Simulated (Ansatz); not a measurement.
A run of Ansatz (development build ahead of 0.2.0) on quartet LiMgO at this shape:

```xyz
3

Mg    0.0000    0.0000    0.0000
O     0.0000    0.0000    2.0200
Li    0.0000    2.6273   -0.7040
```

Its results:

- Converged: yes
- Total energy: -282.52058 hartree
- Spin squared of the determinant: 3.750
- Stability test: minimum among restricted orbitals

Question: Which input gives this output? Name the method, the orbitals and the basis set, and write the input.

Answer: PBE0 (restricted open-shell) in pcseg-2.

```yaml
crystal:
  periodic: [false, false, false]
  atoms:
    - { symbol: Mg, position_ang: [0.0, 0.0, 0.0] }
    - { symbol: O, position_ang: [0.0, 0.0, 2.02] }
    - { symbol: Li, position_ang: [0.0, 2.6273, -0.704] }
basis:
  gaussian: { orbitals: pcseg-2 }
magnetization:
  initial_magnetization: 3
hamiltonian:
  xc: pbe0
```

Caution: other spin multiplicities may lie lower.
